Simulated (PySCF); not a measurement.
# How methods differ on the electron affinity of F

F- [Ne] (1S) → F [He] 2s2 2p5 (2P), as a difference of total energies. Computed with PySCF 2.14 in aug-cc-pVTZ-DK (5s4p3d2f, 46 functions), with scalar relativity by spin-free X2C-1e. Correlated levels: valence: 1s2 frozen. The calculations carry no spin-orbit coupling.

```csv
method,electron affinity (eV),plus first-order spin-orbit estimate,error of that sum (eV)
UHF,1.183,1.166,-2.235
LDA,4.117,4.100,+0.699
PBE,3.644,3.627,+0.226
PBE0,3.233,3.216,-0.185
r2SCAN,3.304,3.287,-0.114
B2PLYP,3.438,3.421,+0.020
M06-L,3.147,3.130,-0.271
B3LYP,3.520,3.503,+0.102
CAM-B3LYP,3.526,3.509,+0.108
MP2 (valence),3.632,3.615,+0.214
SCS-MP2 (valence),3.446,3.429,+0.028
```

Reference: 3.401 eV (measured; photodetachment measurements, as compiled on the Wikipedia data page of electron affinities).

A first-order spin-orbit estimate (lowest level to lowest level, LS coupling) adds -0.017 eV.

Errors of the correlated levels include the incompleteness of this basis and the frozen core.

In the anion the highest occupied orbital energy is positive at LDA, PBE, r2SCAN, M06-L, B3LYP, a self-interaction effect; the basis confines that electron, and the energy difference can still be sensible.
